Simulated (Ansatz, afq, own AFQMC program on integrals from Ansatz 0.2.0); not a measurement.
Where AFQMC and coupled cluster stand for CH$_{3}$N, singlet

```yaml
atoms:
  - { symbol: N, position_ang: [0.0000, 0.0476, 0.4914] }
  - { symbol: C, position_ang: [0.0000, -0.1453, -0.6524] }
  - { symbol: H, position_ang: [0.0000, 0.9561, 0.9524] }
  - { symbol: H, position_ang: [0.0000, -0.7376, 1.1294] }
  - { symbol: H, position_ang: [0.0000, 0.8514, -1.1361] }
```

Connectivity, by distances: NH2–CH.

Basis cc-pVDZ. Only valence electrons are correlated. AFQMC by an in-house program on the Cholesky factors that Ansatz 0.2.0 writes for its CCSD(T) run. ph-AFQMC/CISD is guided by a CISD state made of CCSD amplitudes; releasing the constraint for a short imaginary time cuts its bias at the price of noise, slowly where states lie close. Uncertainties: one standard error, sampling alone.

Determinant: RHF, the one that the program's search chose, which needn't be the lowest solution. The geometry is a point of a scan.

No full CI on the walks' own integrals is used here; CCSDT(Q) serves as the reference and is uncertain by about the last step of the cluster series.

```
T1 diagnostic                               : 0.0130
weight of the determinant in the CISD state : 0.893
size of the correlated space                : 12 electrons in 41 orbitals
```

Reference: CCSDT(Q), correlation energy -8.750 eV. The released energy is read at 2.40 1/Eh (meV from the phaseless value at times in 1/Eh: 1 ± 11 at 0.24, -7 ± 13 at 0.51, -32 ± 17 at 0.99, -46 ± 16 at 1.62, -3 ± 19 at 2.40).

```json
{"level": "HF", "E − E(reference) (kcal/mol)": "201.79", "share of correlation (%)": "0.00"}
{"level": "MP2", "E − E(reference) (kcal/mol)": "22.47", "share of correlation (%)": "88.86"}
{"level": "CCSD", "E − E(reference) (kcal/mol)": "6.04", "share of correlation (%)": "97.00"}
{"level": "CCSD(T)", "E − E(reference) (kcal/mol)": "0.72", "share of correlation (%)": "99.64"}
{"level": "CCSDT", "E − E(reference) (kcal/mol)": "0.38", "share of correlation (%)": "99.81"}
{"level": "ph-AFQMC/CISD", "E − E(reference) (kcal/mol)": "0.22 ± 0.27", "share of correlation (%)": "99.89"}
{"level": "released AFQMC", "E − E(reference) (kcal/mol)": "0.15 ± 0.45", "share of correlation (%)": "99.92"}
```

A walk keeps the symmetry of its determinant, which the program's search chose and which needn't be the lowest solution, so a lower state of the same spin and another symmetry isn't excluded. Released energies are given only where the last usable release times agree within the noise; a slower fall can still hide under it.
